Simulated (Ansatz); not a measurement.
A nudged elastic band was laid between two geometries of AlFHO (4 atoms, charge 0, multiplicity 2).

These are results of UKS B3LYP-D4/def2-SVP (Ansatz), not measurements.

```
movable images  : 7
climbing image  : yes
spring          : 5.0 eV/Å²
optimiser       : quadratic models (default)
start path      : through a guess of the saddle point
force threshold : 0.05 eV/Å
iteration limit : 60
end points      : relaxed
```

Image 0:

```xyz
4
Properties=species:S:1:pos:R:3
O -0.778 0.592 -0.417
Al -0.286 -0.652 0.637
F 1.320 -1.105 0.756
H -0.201 1.105 -0.996
```

Image 8:

```xyz
4
Properties=species:S:1:pos:R:3
O -1.639 -0.061 0.344
Al 0.062 0.007 -0.034
F 1.063 -1.054 0.757
H 0.569 1.047 -1.087
```

Problem. Which bonds break or form, and what moves?

Solution. Bonds broken: O1–H4. Bonds formed: Al2–H4.

Problem. What energy profile does the band end with?

Solution. The forces met the threshold. The highest image is number 6 of 0 to 8, 2.38 eV above the first end and 0.89 eV above the last; the last end lies 1.49 eV above the first. The profile has 2 maxima (images 1, 6) with wells between them (image 3): this band takes more than one step, which may be the mechanism or a detour left from its start path. A structure lower than the first end lies on the path between it and the top, so the climb from that side starts below the end, which may itself be a saddle point or a shallow side well. Neighbouring images differ by up to 1.3 eV, so the band resolves the path poorly. A vibrational analysis at the climbing image gives one clearly imaginary mode, 1206i cm⁻¹: a first-order saddle point.

| image | path coordinate (Å) | energy (eV) | O1–H4 (Å) | Al2–H4 (Å) |
| --- | --- | --- | --- | --- |
| 0 | 0.00 | 0.00 | 0.96 | 2.40 |
| 1 | 0.42 | 0.06 | 0.96 | 2.58 |
| 2 | 0.84 | 0.04 | 0.95 | 2.56 |
| 3 | 1.26 | -0.01 | 0.97 | 2.32 |
| 4 | 1.69 | 0.27 | 0.98 | 2.04 |
| 5 | 2.11 | 1.10 | 1.08 | 1.77 |
| 6 | 2.53 | 2.38 | 1.59 | 1.65 |
| 7 | 3.08 | 1.82 | 2.26 | 1.57 |
| 8 | 3.63 | 1.49 | 2.85 | 1.56 |

Problem. What is the geometry of the highest image?

Solution. 
```xyz
4
Properties=species:S:1:pos:R:3
O -1.327 0.276 -0.280
Al 0.222 -0.207 0.138
F 1.243 -1.251 0.910
H -0.083 1.121 -0.789
```

The band took 14 iterations and of the order of 2.2 core-minutes.

Time of the run: 2.2 min on 1 thread of AMD EPYC 7B13 (Zen 3) (shared host), peak memory 0.15 GiB.
